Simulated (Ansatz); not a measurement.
System: PH$_{2}$, net charge 1, singlet state. SMILES of the parent species: [PH2]
Structure (B3LYP-D3(BJ)/def2-TZVP (Ansatz, a quantum-chemistry and plane-wave program) minimum search):
```xyz
3

P     -0.0049    -0.0032     0.1166
H      0.0381     1.0494    -0.8469
H      0.0361    -1.0020    -0.9025
```
Charge +1, spin multiplicity 1.

Parts of the frozen-core correlation energy in 6-31G (Ansatz, hartree). Frozen orbitals: 5; correlated occupied orbitals by spin: 3 and 3; virtual: 9 and 9. No spin-orbit coupling. Non-relativistic. The restricted reference is unstable.

```csv
term,value
reference (HF),-341.46182
MP2 opposite-spin,?
MP2 same-spin,?
CCSD correlation,-0.06718
(T),?
FCI minus CCSD(T),-0.00023
T1 diagnostic,0.010
largest doubles amplitude,0.108
```

Complete the blanks.


- MP2 opposite-spin, value: -0.04388
- MP2 same-spin, value: -0.00259
- (T), value: -0.00047
